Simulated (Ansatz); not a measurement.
The input, for Ansatz 0.2.0:

```yaml
crystal:
  periodic: [false, false, false]
  atoms:
    - {symbol: Si, position_ang: [0.084419, -0.097023, 0.593152]}
    - {symbol: O, position_ang: [-0.200326, 0.101797, -1.033937]}
    - {symbol: H, position_ang: [0.050735, 1.136465, 1.407393]}
    - {symbol: H, position_ang: [0.776833, -0.048839, -1.523072]}
basis:
  gaussian: {orbitals: STO-3G}
magnetization: {spin_polarized: false, initial_magnetization: 2}
correlation: {active_space: {window: {electrons: 12, orbitals: 10}, states: [{multiplicity: 3, weights: [1, 1, 1, 1, 1]}, {multiplicity: 5, weights: [1, 1]}], fixed_orbitals: true}}
```

```sh
$ ansatz run in.yaml --threads 1 --pin off --events-out ev --progress --plain --max-ram 2393MiB
```

(1) Roughly how long does this take on 1 thread of Arm Neoverse V1, shared host, and how much host memory?

```
265 factors; integrals over basis functions are off by at most 5.8e-8 eV
mean field evaluation 1: about -9807.5667 eV, gradient 1.8e1 eV
mean field evaluation 2: about -9807.6075 eV, gradient 1.8e1 eV
mean field evaluation 4: about -9809.0816 eV, gradient 2.4e0 eV
mean field evaluation 8: about -9809.1393 eV, gradient 9.4e-4 eV
mean field -9809.13934293 eV, -360.4792219794 hartree, gradient 4.2e-6 eV, S^2 2.000000; 0 other end points of the search recorded, 0 dependent functions left out
reference -9809.13934293 eV, -360.4792219794 hartree; 13, 11 occupied and 3, 5 virtual orbitals, 265 factors
state -9811.65386206 eV, -360.5716288530 hartree
state -9807.13968782 eV, -360.4057360095 hartree
state -9805.92007495 eV, -360.3609160630 hartree
state -9805.58494920 eV, -360.3486004189 hartree
state -9804.07236496 eV, -360.2930139735 hartree
state -9803.58793692 eV, -360.2752115714 hartree
state -9801.72779239 eV, -360.2068525205 hartree
Total energy: -9805.66952404 eV, -360.3517084871 hartree
```

Natural occupations, averaged over the states: 1.9945 1.9655 1.9373 1.7006 1.6064 1.2600 0.8658 0.5706 0.0632 0.0361.

Results:

(1) 1.5 s wall and 0.22 GiB.
